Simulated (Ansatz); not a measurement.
The pair A = CH3NO (SMILES NC=O) (first 6 atoms), B = CH3NO (SMILES NC=O); geometry from S22 set.
(charge 0, multiplicity 1):
| atom | x (Å) | y (Å) | z (Å) |
|---|---|---|---|
| C | -2.0186 | 0.0529 | 0.0000 |
| O | -1.4522 | 1.1436 | 0.0000 |
| N | -1.4078 | -1.1425 | 0.0000 |
| H | -1.9646 | -1.9770 | 0.0000 |
| H | -0.3872 | -1.2078 | 0.0000 |
| H | -3.1171 | -0.0137 | 0.0000 |
| C | 2.0186 | -0.0529 | 0.0000 |
| O | 1.4522 | -1.1436 | 0.0000 |
| N | 1.4078 | 1.1425 | 0.0000 |
| H | 1.9646 | 1.9770 | 0.0000 |
| H | 0.3872 | 1.2078 | 0.0000 |
| H | 3.1171 | 0.0137 | 0.0000 |

Frozen-core correlation. MP2 and its Hartree–Fock in aug-cc-pVQZ, aug-cc-pVTZ are density fitted.

Codes used: Ansatz (Gaussian orbitals). 

The counterpoise-corrected interaction energy is E(AB) − E(A in the pair's basis) − E(B in the pair's basis). Total energies (hartree):

```json
[
 {"level": "HF/aug-cc-pVTZ", "AB": "-338.0250347", "A in the pair's basis": "-169.0028838", "B in the pair's basis": "-169.0028838"},
 {"level": "MP2/aug-cc-pVTZ", "AB": "-339.2655831", "A in the pair's basis": "-169.6208263", "B in the pair's basis": "-169.6208263"},
 {"level": "HF/aug-cc-pVQZ", "AB": "-338.0464711", "A in the pair's basis": "-169.0135350", "B in the pair's basis": "-169.0135350"},
 {"level": "MP2/aug-cc-pVQZ", "AB": "-339.3620474", "A in the pair's basis": "-169.6686898", "B in the pair's basis": "-169.6686898"},
 {"level": "MP2/aug-cc-pVDZ", "AB": "-338.9724389", "A in the pair's basis": "-169.4751014", "B in the pair's basis": "-169.4751014"},
 {"level": "CCSD(T)/aug-cc-pVDZ", "AB": "-339.0432886", "A in the pair's basis": "-169.5104750", "B in the pair's basis": "-169.5104750"}
]
```

Problem. Work out the counterpoise-corrected interaction energy at the basis-set limit: extrapolate the MP2 correlation part as X⁻³, take Hartree–Fock from the larger set, and add the CCSD(T) − MP2 difference of aug-cc-pVDZ.

Solution. 
1. Differences (1 hartree = 627.509 kcal/mol): HF/aug-cc-pVTZ -12.090; MP2/aug-cc-pVTZ -15.017; HF/aug-cc-pVQZ -12.174; MP2/aug-cc-pVQZ -15.479; MP2/aug-cc-pVDZ -13.953; CCSD(T)/aug-cc-pVDZ -14.018.
2. Correlation parts, MP2 less HF: -2.926 in aug-cc-pVTZ (X = 3), -3.305 in aug-cc-pVQZ (X = 4).
3. Limit (4³·(-3.305) − 3³·(-2.926))/(4³ − 3³) = -3.581; with HF/aug-cc-pVQZ it gives -15.756.
4. CCSD(T) less MP2 in aug-cc-pVDZ: -0.064.
Result: -15.82 kcal/mol, against -15.02 at MP2/aug-cc-pVTZ. It is an estimate of this method's limit, not of the exact value.

Ansatz is a quantum-chemistry and plane-wave program.
